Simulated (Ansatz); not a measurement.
Counterpoise correction, worked out

The pair of SiH₄O (SMILES [SiH3]O, atoms 1–6) and PH₃ (SMILES P, atoms 7–10), both closed shells, in one local arrangement (a lower one may exist), relaxed at PBE0-D4/def2-TZVP:

Si1  (0.265, 0.321, -1.718)
O2  (-1.091, 0.071, -0.807)
H3  (-0.098, 0.604, -3.135)
H4  (0.945, 1.495, -1.129)
H5  (1.169, -0.860, -1.702)
H6  (-1.692, -0.618, -1.093)
P7  (0.528, -0.261, 1.984)
H8  (-0.374, 0.820, 2.151)
H9  (0.842, -0.332, 3.368)
H10  (-0.493, -1.241, 2.080)
(Å)

Computed with Ansatz 0.2.0 (basis: def2-TZVPPD); correlated methods freeze the cores.

CCSD(T) total energies in eV:

| system | geometry | basis functions | energy |
| --- | --- | --- | --- |
| pair | pair | all | -19301.57010 |
| SiH₄O | as in the pair | all (partner as ghosts) | -9976.41403 |
| PH₃ | as in the pair | all (partner as ghosts) | -9325.09690 |
| SiH₄O | as in the pair | its own | -9976.40591 |
| PH₃ | as in the pair | its own | -9325.08674 |
| SiH₄O | free (PBE0-D4 minimum) | its own | -9976.40586 |
| PH₃ | free (PBE0-D4 minimum) | its own | -9325.08629 |

(1) Work out the interaction energy with and without the counterpoise correction, the superposition error, and the binding energy from the relaxed fragments.

T1 diagnostic: at most 0.014.

## Answers

(1) Without correction: -19301.57010 − (-9976.40591) − (-9325.08674) = -0.07745 eV.
With correction (each fragment in the whole basis): -19301.57010 − (-9976.41403) − (-9325.09690) = -0.05917 eV = -1.36 kcal/mol.
The superposition error is the difference, 0.01828 eV, 24 % of the uncorrected value: each fragment borrows its partner's functions.
Deformation from the free shapes: -0.00005 eV for SiH₄O and -0.00045 eV for PH₃ (a small negative value is possible, since the free shapes are minima of another method).
Binding energy from relaxed fragments: -0.05917 + (-0.00005) + (-0.00045) = -0.05967 eV = -1.38 kcal/mol (electronic, without zero-point energy; negative means bound). For comparison, the corrected interaction energy by CCSD(T) at an estimated basis limit (MP2 extrapolated from triple and quadruple zeta, plus CCSD(T) − MP2 in triple zeta) is -0.073 eV; triple zeta with the correction binds less.

For scale, one of the runs: CCSD(T)/def2-TZVPPD, 255 basis functions, launched by `ansatz run in.yaml --threads 4 --pin off --events-out ev --progress --plain --max-ram 9574MiB`. The run took 69 s on 4 CPU threads of an Arm Neoverse V2 (shared host), with 5.3 GiB of host memory at its peak.
